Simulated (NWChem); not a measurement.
Everything below was run with NWChem. System: AlCl3, charge 0, spin multiplicity 1, at a geometry optimised with PBE/def2-SVP. The structure started from a generated list of species. Level: RI-MP2/cc-pVTZ, 20 core orbitals frozen.

Input file:

```
start mol
memory heap 200 mb stack 900 mb global 1100 mb
geometry units angstroms nocenter noautoz
  Al     0.000000     0.000000    -0.000003
  Cl     0.000000     0.000000     2.093685
  Cl     1.813196     0.000000    -1.046841
  Cl    -1.813196     0.000000    -1.046841
  symmetry group C2v
end
basis spherical
  * library cc-pvtz
end
basis "ri-mp2 basis" spherical
  * library cc-pvtz-ri
end
scf
  rhf
  nopen 0
  maxiter 100
  thresh 1e-7
  semidirect memsize 60000000 filesize 0
end
mp2
  freeze core 20
end
task rimp2 energy
```

Output (cleaned and shortened):

```
             Northwest Computational Chemistry Package (NWChem) 7.3.0
             --------------------------------------------------------

                                NWChem Input Module
                                -------------------

 Scaling coordinates for geometry "geometry" by  1.889725989
 (inverse scale =  0.529177249)

 Turning off AUTOSYM since
 SYMMETRY directive was detected!

                             Geometry "geometry" -> ""
                             -------------------------

 Output coordinates in angstroms (scale by  1.889725989 to convert to a.u.)

  No.       Tag          Charge          X              Y              Z
 ---- ---------------- ---------- -------------- -------------- --------------
    1 Al                  13.0000     0.00000000     0.00000000    -0.00000300
    2 Cl                  17.0000     0.00000000     0.00000000     2.09368500
    3 Cl                  17.0000     1.81319600     0.00000000    -1.04684100
    4 Cl                  17.0000    -1.81319600     0.00000000    -1.04684100

 Effective nuclear repulsion energy (a.u.)     294.0886890180

            Nuclear Dipole moment (a.u.)
            ----------------------------
        X                 Y               Z
 ---------------- ---------------- ----------------
     0.0000000000     0.0000000000     0.0000226767

      Symmetry information
      --------------------

 Group name             C2v
 Group number             16
 Group order               4
 No. of unique centers     3

      Symmetry unique atoms

     1    2    3


 Summary of "ao basis" -> "" (spherical)
 ------------------------------------------------------------------------------
       Tag                 Description            Shells   Functions and Types
 ---------------- ------------------------------  ------  ---------------------
 *                          cc-pvtz                   on all atoms

 Summary of "ri-mp2 basis" -> "" (spherical)
 ------------------------------------------------------------------------------
       Tag                 Description            Shells   Functions and Types
 ---------------- ------------------------------  ------  ---------------------
 *                         cc-pvtz-ri                 on all atoms

 Summary of "ao basis" -> "ao basis" (spherical)
 ------------------------------------------------------------------------------
       Tag                 Description            Shells   Functions and Types
 ---------------- ------------------------------  ------  ---------------------
 Al                         cc-pvtz                 12       34   5s4p2d1f
 Cl                         cc-pvtz                 12       34   5s4p2d1f

                                 NWChem SCF Module
                                 -----------------

  ao basis        = "ao basis"
  functions       =   136
  atoms           =     4
  closed shells   =    32
  open shells     =     0
  charge          =   0.00
  wavefunction    = RHF
  use symmetry    = T
  symmetry adapt  = T

 Summary of "ao basis" -> "ao basis" (spherical)
 ------------------------------------------------------------------------------
       Tag                 Description            Shells   Functions and Types
 ---------------- ------------------------------  ------  ---------------------
 Al                         cc-pvtz                 12       34   5s4p2d1f
 Cl                         cc-pvtz                 12       34   5s4p2d1f

      Symmetry analysis of basis
[...]
    16      0.927437  1 Al py                10      0.385910  1 Al py
    50     -0.283438  2 Cl py                84     -0.283437  3 Cl py
   118     -0.283437  4 Cl py

 Vector   35  Occ=0.000000D+00  E= 1.569830D-01  Symmetry=a1
              MO Center= -6.3D-11,  1.2D-18, -7.2D-02, r^2= 9.0D+00
   Bfn.  Coefficient  Atom+Function         Bfn.  Coefficient  Atom+Function
  ----- ------------  ---------------      ----- ------------  ---------------
    17      1.879377  1 Al pz                39     -1.213555  2 Cl s
    73      0.606771  3 Cl s                107      0.606771  4 Cl s
    51      0.378526  2 Cl pz                83     -0.290040  3 Cl px
   117      0.290040  4 Cl px                20      0.228084  1 Al d  0
    11      0.200098  1 Al pz

 center of mass
 --------------
 x =   0.00000000 y =   0.00000000 z =   0.00000034

 moments of inertia (a.u.)
 ------------------
         821.093377000649           0.000000000000           0.000000000000
           0.000000000000        1642.198046668730           0.000000000000
           0.000000000000           0.000000000000         821.104669668082

  Mulliken analysis of the total density
  --------------------------------------

    Atom       Charge   Shell Charges
 -----------   ------   -------------------------------------------------------
    1 Al  13    12.33   2.00  1.94  0.59  0.12  0.01  5.23  0.93  0.78  0.10  0.22  0.27  0.13
    2 Cl  17    17.22   2.00  1.88  1.17  0.19  0.66  5.82  2.94  1.07  1.47  0.01  0.02  0.00
    3 Cl  17    17.22   2.00  1.88  1.17  0.19  0.66  5.82  2.94  1.07  1.47  0.01  0.02  0.00
    4 Cl  17    17.22   2.00  1.88  1.17  0.19  0.66  5.82  2.94  1.07  1.47  0.01  0.02  0.00

       Multipole analysis of the density wrt the origin
       ------------------------------------------------

     L   x y z        total         open         nuclear
     -   - - -        -----         ----         -------
     0   0 0 0     -0.000000      0.000000     64.000000

     1   1 0 0     -0.000000      0.000000      0.000000
     1   0 1 0     -0.000000      0.000000      0.000000
     1   0 0 1     -0.000004      0.000000      0.000023

     2   2 0 0    -40.483442      0.000000    399.177536
     2   1 1 0      0.000000      0.000000      0.000000
     2   1 0 1      0.000000      0.000000      0.000000
     2   0 2 0    -34.676158      0.000000      0.000000
     2   0 1 1      0.000000      0.000000      0.000000
     2   0 0 2    -40.483390      0.000000    399.172046

                               NWChem RI-MP2 Module
                               --------------------

 Summary of "ri-mp2 basis" -> "ri-mp2 basis" (spherical)
 ------------------------------------------------------------------------------
       Tag                 Description            Shells   Functions and Types
 ---------------- ------------------------------  ------  ---------------------
 Al                        cc-pvtz-ri               32      122   10s8p7d5f2g
 Cl                        cc-pvtz-ri               32      122   10s8p7d5f2g

 SCF Reference Information:
            File: './mol.movecs'
           Title: ''
    Size (AOxMO):    136 x    136
       Total Occ:              64.00
 RI-MP2 Calculation Information:
          Nr. of AO basis functions:        136
     Nr. of fitting basis functions:        488
               Nr. of MO spin cases:          1
        Nr. of MOs to be correlated:        116
     Nr. of occupied MOs correlated:         12
      Nr. of virtual MOs correlated:        104

          RI integral approximation: 'V'
    Threshold for Schwarz screening:  1.000E-09
 Smallest eigenvalue retained in fit  1.000E-08
    Type of storage for MO integrals 'EAF library'

 Transformation block size   12, requiring     1 integral passes.
 XForm_3cInts: Completed     1:   12 pass.
 Energy evaluation using block sizes    12   12
 RIMP2_V_E2: Approx. ints. done (    1:   12,    1:   12)
 RIMP2_V_E2: Copy to B done (    1:   12,    1:   12)
 RIMP2_V_E2: Denominators done (    1:   12,    1:   12)
 RIMP2_V_E2: Completed block (    1:   12,    1:   12)

          -------------------------------------------
          SCF energy               -1620.718980641957
          Correlation energy          -0.624134399477
          Total MP2 energy         -1621.343115041435
          -------------------------------------------

 -----------------------
 Performance information
 -----------------------

 Timer overhead =  1.43D-07 seconds/call

               Nr. of calls         CPU time (s)                 Wall time (s)                GFlops
             ---------------    -------------------     ------------------------------   -------------------
Name         Min   Avg   Max    Min     Avg     Max     Min     Avg     Max   Mx/calls   Min     Max     Sum
Overall       1     1     1    13.     13.     13.      13.     13.     13.     13.      0.0     0.0     0.0
3c integr     1     1     1    1.8     1.8     1.8      1.8     1.8     1.8     1.8      0.0     0.0     0.0
Energy        1     1     1   0.22    0.22    0.22     0.22    0.22    0.22    0.22      0.0     0.0     0.0
3c integr     1     1     1    1.8     1.8     1.8      1.8     1.8     1.8     1.8      0.0     0.0     0.0
First 2/3     3     3     3   1.63E-2 1.63E-2 1.63E-2  1.63E-2 1.63E-2 1.63E-2 5.44E-3   0.0     0.0     0.0
Final 1/3     1     1     1   1.60E-2 1.60E-2 1.60E-2  1.60E-2 1.60E-2 1.60E-2 1.60E-2   0.0     0.0     0.0
Write 3c      1     1     1   1.51E-3 1.51E-3 1.51E-3  1.51E-3 1.51E-3 1.51E-3 1.51E-3   0.0     0.0     0.0
Read 3c i     1     1     1   5.74E-4 5.74E-4 5.74E-4  5.74E-4 5.74E-4 5.74E-4 5.74E-4   0.0     0.0     0.0
Fitting b     1     1     1   0.16    0.16    0.16     0.16    0.16    0.16    0.16      0.0     0.0     0.0
Schwarz i     1     1     1   4.72E-2 4.72E-2 4.72E-2  4.72E-2 4.72E-2 4.72E-2 4.72E-2   0.0     0.0     0.0
Form 4ci      1     1     1   3.34E-2 3.34E-2 3.34E-2  3.34E-2 3.34E-2 3.34E-2 3.34E-2   0.0     0.0     0.0
Form A &      1     1     1   0.18    0.18    0.18     0.18    0.18    0.18    0.18      0.0     0.0     0.0
Denominat     1     1     1   9.22E-4 9.22E-4 9.22E-4  9.23E-4 9.23E-4 9.23E-4 9.23E-4   0.0     0.0     0.0
Pair Ener     1     1     1   3.34E-3 3.34E-3 3.34E-3  3.34E-3 3.34E-3 3.34E-3 3.34E-3   0.0     0.0     0.0

 The average no. of pstat calls per process was 1.60D+01
 with a timing overhead of 2.30D-06s

 Task  times  cpu:       12.6s     wall:       12.6s

 Total times  cpu:       12.7s     wall:       12.7s
```
